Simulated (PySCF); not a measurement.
Species: chlorocyclopentane, C₅H₉Cl.
SMILES with atom numbers: `[Cl:1][CH:2]1[CH2:3][CH2:4][CH2:5][CH2:6]1` (hydrogens: H7 on C2; H8, H9 on C3; H10, H11 on C4; H12, H13 on C5; H14, H15 on C6)

Computed with PySCF at wB97X-D/pcSseg-2, non-relativistic, on one gas-phase PBE0-D3(BJ)/def2-TZVP geometry that isn't relaxed in the solvent. The solvent is an IEF-PCM continuum (van der Waals radii × 1.2). Specific hydrogen bonds and non-electrostatic terms are outside this model.

Gas phase at wB97X-D/pcSseg-2: HOMO -10.04 eV, LUMO 2.11 eV, dipole 2.28 D.

Problem. What does the continuum do to the energy, the frontier levels and the dipole at wB97X-D/pcSseg-2 in chloroform?

Solution. 
```tsv
solvent	ε	E(solvent) − E(gas) (kJ/mol)	polarisation term (kJ/mol)	distortion of the solute (kJ/mol)	HOMO (eV)	LUMO (eV)	dipole (D)
chloroform	4.711	-8.30	-9.51	1.21	-10.10	2.32	2.86
```

The polarisation term is half the interaction of the solute with the surface charges that it induces; the rest is the cost of distorting the solute's density. The sum is the electrostatic part of solvation alone.

Problem. Which radius a makes the point-dipole formula ΔE = −[(ε − 1)/(2ε + 1)]·μ²/a³ give the value in chloroform, with the gas-phase dipole?

Solution. μ = 0.896 au and |ΔE| = 0.00316 Eh give a = 2.38 Å; the farthest nucleus lies 2.48 Å from the centroid of the nuclei, so such a sphere wouldn't even hold the nuclei. The formula assumes a rigid point dipole at the centre of a sphere.

Time: 70 s; peak memory 1.7 GiB. Hardware: one thread, Arm Neoverse V2 (aarch64), shared host. This is the whole shielding run at wB97X-D/pcSseg-2 in chloroform, SCF included.

The pairwise dispersion term of wB97X-D wasn't added to the energies; at a given geometry it leaves orbitals and properties as they are.
